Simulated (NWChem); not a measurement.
System: SiCl$_{4}$; SMILES Cl[Si](Cl)(Cl)Cl

The following NWChem deck was run.

```
start job
memory heap 200 mb stack 900 mb global 1100 mb
geometry units angstroms noautoz
  Cl    -1.151842    -1.418480    -0.897201
  Si     0.000000     0.000001     0.000005
  Cl    -1.197766     1.420677     0.831169
  Cl     1.134120    -0.865588     1.452012
  Cl     1.215487     0.863390    -1.385982
end
basis spherical
  * library def2-tzvpd
end
dft
  xc m06-2x
  iterations 150
  semidirect filesize 400000000
  mulliken
end
task dft energy
```

Structure relaxed at the PBE0/def2-SVP level.

**Question.** Predict the main results of this run. (M06-2X/def2-TZVPD.) Quantities: energy (Ha); highest occupied level (eV); orbital gap (eV).

**Answer.** 
- energy (Ha) = -2130.50
- highest occupied level (eV) = -10.93
- orbital gap (eV) = 10.57
